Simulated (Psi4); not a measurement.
# Two attempts at SiNH4O (SMILES [NH][SiH2]O)

Wanted: energy and gradient of SiNH4O, UBOP/DZVP.

The results are computed with Psi4 1.11.

3 further runs of the same task are left out: 3 set aside as unsound or not needed.

**1. The system as given**

SiNH4O has 7 atoms, charge 0, and is taken as a doublet. SMILES: `[NH][SiH2]O`. Geometry: relaxed at PBE0-D4/def2-TZVP. This is one conformer, not always the lowest.

Bond lengths: N1–Si2 1.741 Å, Si2–O3 1.637 Å, N1–H4 1.022 Å, Si2–H5 1.484 Å, Si2–H6 1.493 Å, O3–H7 0.959 Å. Angles: N1–Si2–O3 110.5°, N1–Si2–H5 113.2°, N1–Si2–H6 105.1°, O3–Si2–H5 105.4°, O3–Si2–H6 112.1°, Si2–N1–H4 114.4°, Si2–O3–H7 117.6°, H5–Si2–H6 110.7°.

**2. Try one**

h4nosi.py reads:

```python
import psi4

psi4.set_memory(1600000000)
psi4.set_num_threads(1)
psi4.set_output_file('psi4.out', False)

mol = psi4.geometry("""
0 2
N
Si 1 1.741049
O 2 1.63652 1 110.48774
H 1 1.021747 2 114.37425 3 -169.80487
H 2 1.483821 3 105.39841 1 -122.58418
H 2 1.493047 5 110.7328 3 121.38315
H 3 0.958551 2 117.58138 5 -168.5267
units angstrom
no_reorient
no_com
""")

psi4.set_options({
    'reference': 'rohf',
    'scf_type': 'pk',
})

e = psi4.gradient('bop/DZVP', molecule=mol)
print('gradient / Eh bohr^-1')
print(e.np.round(6))
```

Command:

```console
$ python h4nosi.py
```

psi4.out:

```text
Psi4 1.11 release

gradient() will perform analytic gradient computation.
```

The script printed:

```text
Traceback (most recent call last):
  File "h4nosi.py", line 26, in <module>
    e = psi4.gradient('bop/DZVP', molecule=mol)
psi4.driver.p4util.exceptions.ValidationError: ROHF reference for DFT is not available.
```

It took 1.4 s on 1 thread of Intel Xeon Platinum 8259CL at 2.50GHz (Skylake/Cascade Lake), shared host; peak memory 0.14 GiB.

**3. Reading the log**

The input was rejected.

The log says `psi4.driver.p4util.exceptions.ValidationError: ROHF reference for DFT is not available.`. What is wrong: rohf with dft. To mend it: reference UKS in place of ROKS.

**4. Try two**

job.py reads:

```python
import psi4

psi4.set_memory('1600 MB')
psi4.set_num_threads(1)
psi4.set_output_file('psi4.out', False)

mol = psi4.geometry("""
0 2
N
Si 1 1.741049
O 2 1.63652 1 110.48774
H 1 1.021747 2 114.37425 3 -169.80487
H 2 1.483821 3 105.39841 1 -122.58418
H 2 1.493047 5 110.7328 3 121.38315
H 3 0.958551 2 117.58138 5 -168.5267
units angstrom
no_reorient
no_com
""")

psi4.set_options({
    'reference': 'uks',
    'scf_type': 'pk',
})

E, wfn = psi4.gradient('bop/DZVP', molecule=mol, return_wfn=True)
print('gradient / Eh bohr^-1')
print(E.np.round(6))
print(f'energy = {wfn.energy():.10f} Eh')
for k, v in sorted(psi4.core.scalar_variables().items()):
    print(f'{k:45s} {v:18.10f}')
```

Command:

```console
$ python job.py
```

psi4.out:

```text
[...]
  Running in c1 symmetry.
[...]
  Nuclear repulsion =  110.722824158220007
[...]
  Multiplicity = 2
[...]
  Nalpha       = 17
  Nbeta        = 16
[...]
    Number of basis functions: 54
[...]
   @UKS iter   1:  -421.22250338591812    4.66221e-02   1.99551e-02 DIIS/ADIIS
[...]
   @UKS iter  14:  -421.77757095615925    3.41061e-13   2.12683e-09 DIIS
[...]
   @S^2 Observed:                7.525653714E-01
[...]
    Orbital Energies [Eh]
    ---------------------
    Alpha Occupied:
       1A    -65.529661     2A    -18.780648     3A    -14.032716
       4A     -5.094432     5A     -3.514864     6A     -3.514111
       7A     -3.513284     8A     -0.918899     9A     -0.754984
      10A     -0.513540    11A     -0.430872    12A     -0.380139
      13A     -0.343841    14A     -0.307212    15A     -0.274193
      16A     -0.249157    17A     -0.247964
    Alpha Virtual:
      18A      0.009152    19A      0.028291    20A      0.075988
      21A      0.096455    22A      0.102210    23A      0.120705
      24A      0.159306    25A      0.216969    26A      0.272656
[...]
  @UKS Final Energy:  -421.77757095615925
   => Energetics <=
    Nuclear Repulsion Energy =            110.7228241582200070
    One-Electron Energy =                -801.4947441713104581
    Two-Electron Energy =                 306.7782374063896782
    DFT Exchange-Correlation Energy =     -37.7838883494584152
    Empirical Dispersion Energy =           0.0000000000000000
    VV10 Nonlocal Energy =                  0.0000000000000000
    Total Energy =                       -421.7775709561592521
[...]
 Multipole Moments:
 ------------------------------------------------------------------------------------
     Multipole            Electronic (a.u.)      Nuclear  (a.u.)        Total (a.u.)
 ------------------------------------------------------------------------------------
 L = 1.  Multiply by 2.5417464519 to convert [e a0] to [Debye]
 Dipole X            :          0.1211205           -0.4157226           -0.2946021
 Dipole Y            :         -1.1688698            1.6106510            0.4417812
 Dipole Z            :         -0.1494384            0.0455058           -0.1039326
 Magnitude           :                                                    0.5410758
[...]
  -Total Gradient:
     Atom            X                  Y                   Z
    ------   -----------------  -----------------  -----------------
       1        0.002378047310     0.008626031693     0.006938965582
       2       -0.001890847183    -0.016497480323     0.000709962786
       3       -0.010958531891     0.010729490996    -0.016396553069
       4       -0.001839273121    -0.010158798463     0.005988693053
       5       -0.002569468352    -0.002122641793    -0.002668593989
       6        0.003665956261    -0.003101535057    -0.001601391807
       7        0.011257372356     0.012509067086     0.006984939878
[...]
```

Standard output:

```text
gradient / Eh bohr^-1
[[ 0.002378  0.008626  0.006939]
 [-0.001891 -0.016497  0.00071 ]
 [-0.010959  0.010729 -0.016397]
 [-0.001839 -0.010159  0.005989]
 [-0.002569 -0.002123 -0.002669]
 [ 0.003666 -0.003102 -0.001601]
 [ 0.011257  0.012509  0.006985]]
energy = -421.7775709562 Eh
CURRENT ENERGY                                   -421.7775709562
CURRENT REFERENCE ENERGY                         -421.7775709562
DD SOLVATION ENERGY                                 0.0000000000
DFT FUNCTIONAL TOTAL ENERGY                      -421.7775709562
DFT TOTAL ENERGY                                 -421.7775709562
DFT VV10 ENERGY                                     0.0000000000
DFT XC ENERGY                                     -37.7838883495
GRID ELECTRONS ALPHA                               17.0000020417
GRID ELECTRONS BETA                                16.0000006982
GRID ELECTRONS TOTAL                               33.0000027399
NUCLEAR REPULSION ENERGY                          110.7228241582
ONE-ELECTRON ENERGY                              -801.4947441713
PCM POLARIZATION ENERGY                             0.0000000000
PE ENERGY                                           0.0000000000
SCF ITERATION ENERGY                             -421.7775709562
SCF ITERATIONS                                     14.0000000000
SCF TOTAL ENERGY                                 -421.7775709562
TWO-ELECTRON ENERGY                               306.7782374064
XC GRID RADIAL POINTS                              75.0000000000
XC GRID SPHERICAL POINTS                          302.0000000000
XC GRID TOTAL POINTS                           152885.0000000000
```

Wall time 11 s (1 thread of Intel Xeon Platinum 8259CL at 2.50GHz (Skylake/Cascade Lake), shared host); peak memory 0.44 GiB.

**5. Results**

Level: UBOP/DZVP.

```
                          quantity          value
                      total energy  -421.77757 Eh
                     dipole moment         1.38 D
HOMO energy (highest over α and β)       -6.30 eV
 LUMO energy (lowest over α and β)       -4.76 eV
                              ⟨S²⟩          0.753
          largest force on an atom     1.154 eV/Å
```

What this shows: The largest force is 1.15 eV/Å: the shape isn't a stationary point for this species at this level.
